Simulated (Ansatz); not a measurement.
singlet NO2(+): levels of theory in one basis

| atom | x (Å) | y (Å) | z (Å) |
| --- | --- | --- | --- |
| O | 0.0000 | 0.0000 | -1.2650 |
| N | 0.0000 | 0.0000 | 0.0000 |
| O | 0.0000 | 0.0000 | 1.2650 |

Basis set: def2-SVP (spherical functions). Left uncorrelated: 3 orbitals. Charge 1, multiplicity 1.

Computed with Ansatz (development build ahead of 0.2.0); each method stands on the lowest determinant of its kind that the runs found.

```
      method  E − E(RHF) (eV)  <S²> of the determinant
         RHF             0.00                        –
         UHF            -0.75                     1.16
     RHF-MP2           -17.99                        –
     UHF-MP2           -13.14                     1.16
 UHF-CCSD(T)           -17.54                     1.16
RHF-CCSDT(Q)           -17.75                        –
```

(1) What does RHF-CCSD(T) give on the same scale?

(2) Is a single determinant a sound starting point here?

## Answers

(1) -17.59 eV.

(2) It is doubtful. Unrestricted orbitals lower Hartree–Fock by 0.75 eV and <S²> is 1.16 where a pure state has 0.00, a sign of strong static correlation.

Caution for RHF, RHF-MP2, RHF-CCSD(T), RHF-CCSDT(Q): an unrestricted determinant lies well below. Caution for UHF, UHF-MP2, UHF-CCSD(T): the unrestricted determinant is a mixture of spin states; the determinant may break the point group. Caution for UHF-MP2, UHF-CCSD(T): another reference gives a lower total.
